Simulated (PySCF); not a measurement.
# chlorine monofluoride: calculation against experiment

**Experimental background.**

From NIST CCCBDB Release 22 (SRD 101), experimental dipoles, for the gas: dipole moment (microwave Stark effect) 0.88 D.

From Liu, Meijer, Perez-Rios, Phys. Chem. Chem. Phys. 22 (2020) 24191, for the gas: dipole moment 0.85 D.

The runs below try to reproduce these values; the comparison stands at the end.

Species: chlorine monofluoride, ClF.
Atom-mapped SMILES: `[F:1][Cl:2]`

Geometry (GFN2-xTB, Å), atoms numbered from 1 in this order:
```
atom  x, y, z in Å
F1     0.842   -0.003   -0.003
Cl2   -0.839    0.004   -0.011
```

The PySCF runs (gas phase, on this GFN2-xTB geometry; no spin–orbit coupling):

| level | job | basis functions |
| --- | --- | --- |
| PBE0/pcSseg-1 | shieldings, charges and field gradients, density and orbital grids written | 41 |
| CAM-B3LYP/def2-SVPD | 8 singlets by full TDDFT, 3 Tamm–Dancoff triplets, polarisability | 50 |
| PBE0/def2-SVPD | 6 singlets by full TDDFT, 2 Tamm–Dancoff triplets, polarisability, density and orbital grids written | 50 |
| B97-2/3-21G | spin–spin couplings from 1 perturbed nucleus | 22 |

**Comparison with experiment**

**Dipole moment.** Measured: 0.88 D (NIST CCCBDB Release 22 (SRD 101), experimental dipoles) and 0.85 D (Liu, Meijer, Perez-Rios, Phys. Chem. Chem. Phys. 22 (2020) 24191). Differences are taken against the first.

```json
{"level": "PBE0/pcSseg-1", "computed (D)": "1.18", "computed − measured (D)": "+0.30", "% (from the printed values)": "+34"}
{"level": "CAM-B3LYP/def2-SVPD", "computed (D)": "1.14", "computed − measured (D)": "+0.26", "% (from the printed values)": "+30"}
{"level": "PBE0/def2-SVPD", "computed (D)": "1.04", "computed − measured (D)": "+0.16", "% (from the printed values)": "+18"}
{"level": "B97-2/3-21G", "computed (D)": "0.87", "computed − measured (D)": "-0.01", "% (from the printed values)": "-1"}
```

Closest is B97-2/3-21G (-0.01 D), furthest PBE0/pcSseg-1 (+0.30 D); one molecule doesn't rank methods. The computed dipoles belong to one fixed geometry; measured ones are averaged over vibrations unless marked μe. Magnitudes are compared, not signs.

The geometry is computed, not the measured one. Where a level misses, the cause wasn't examined.
